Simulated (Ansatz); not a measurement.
# Prototype screening

Level of theory: DFT PBEsol, scalar-relativistic, plane waves, PAW in Ansatz 0.2.0. All cells share a 420 eV cutoff and Γ-centred k meshes spaced at most 0.3 Å⁻¹ (0.19 for metals, 2π included).

Each formula was placed on the sites of the named type and relaxed at zero pressure without lowering the symmetry. No run is spin-polarised. The smearing is 0.1 eV for metals and 0.01 to 0.02 eV otherwise. Energies over the elements count from the elements' standard structures at the same level, with no empirical corrections.

For metals, differences of a few meV/atom aren't resolved. Spin–orbit coupling is left out.

| formula | started on type | final group | a or a / b (Å) | c (Å) | V (Å³/atom) | E over elements (eV/atom) | gap on mesh (eV) |
| --- | --- | --- | --- | --- | --- | --- | --- |
| Ir | bcc | Im-3m | 3.08 | 3.08 | 14.6 | 0.69 | 0.00 |
| Pb | alpha-gallium | Fmmm | 4.25 / 5.23 | 11.52 | 32.0 | 0.12 | 0.00 |
| Ir | alpha-boron | R-3m | 7.00 | 16.56 | 19.5 | 0.98 | 0.00 |
| Pb | omega | P6/mmm | 5.57 | 3.36 | 30.1 | ? | 0.00 |
| Pb | black phosphorus | Fmmm | 3.43 / 5.87 | 12.31 | 31.0 | ? | 0.00 |
| Pb | simple hexagonal | P6/mmm | 3.35 | 3.19 | 31.1 | 0.10 | 0.00 |

(1) E over elements (eV/atom) of Pb on the omega type?

(2) E over elements (eV/atom) of Pb on the black phosphorus type?

Answers

(1) 0.05

(2) 0.07